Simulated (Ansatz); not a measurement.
Geometry optimisation, RKS PBE0-D4/def2-SVP in Ansatz.

The input (input.yaml):

```yaml
crystal:
  periodic: [false, false, false]
  atoms:
    - { symbol: B, position_ang: [0.0, 0.0, 0.0] }
    - { symbol: H, position_ang: [0.7533, 0.0, 1.1682] }
    - { symbol: F, position_ang: [1.5135, 0.0, 0.1406] }
    - { symbol: C, position_ang: [-1.3856, 0.0, -0.8] }
    - { symbol: H, position_ang: [-1.9458, -0.9305, -0.5708] }
    - { symbol: H, position_ang: [-1.9898, 0.8797, -0.4946] }
    - { symbol: H, position_ang: [-1.1839, 0.0508, -1.8903] }
basis:
  gaussian: { orbitals: def2-SVP }
hamiltonian:
  xc: pbe0
  dispersion: d4
relax:
  f_tol: 0.15
  max_steps: 25
  restrain:
    - { distance: [1, 2], at: 0.92, k: 30.0 }
    - { distance: [0, 1], at: 2.39, k: 30.0 }
    - { distance: [0, 2], at: 2.52, k: 30.0 }
output:
  orbitals: {}
```

Run as:

```bash
$ ansatz run input.yaml --threads 1 --pin off --max-ram 2048MiB --backend cpu --events-out ev --progress --plain --runs-dir out
```

Where does it end, and by what steps?

The run converged. The restraints hold the end off the free minimum. After 12 steps the energy has risen by 0.041 eV (the restraints' own energy left out); B1 moved furthest, 1.09 Å. Parted: B1–F3 (1.52 → 2.53 Å). Joined: H2–F3 (1.28 → 0.93 Å).

| step | energy less start (eV) | largest force component (eV/Å) | accepted |
| --- | --- | --- | --- |
| 0 | 0.0000 | 6.449 | yes |
| 1 | 1.7079 | 7.735 | yes |
| 2 | 2.7084 | 8.643 | yes |
| 3 | 1.7963 | 7.509 | yes |
| 4 | 0.7411 | 1.652 | yes |
| 5 | 0.3359 | 1.233 | yes |
| 6 | 0.2196 | 0.862 | yes |
| 7 | 0.1366 | 0.466 | yes |
| 8 | 0.0941 | 0.619 | yes |
| 9 | 0.0532 | 0.404 | yes |
| 10 | 0.0436 | 0.284 | yes |
| 11 | 0.0495 | 0.599 | no |
| 12 | 0.0410 | 0.319 | yes |

```xyz
7
Properties=species:S:1:pos:R:3
B -0.886 0.088 0.637
H 1.468 0.009 0.980
F 1.569 -0.091 0.064
C -1.482 0.014 -0.777
H -1.995 -0.956 -0.910
H -2.223 0.823 -0.904
H -0.689 0.114 -1.536
```

Run time: 25 s on 1 thread of Arm Neoverse V1, on a shared host, peak memory 0.13 GiB.
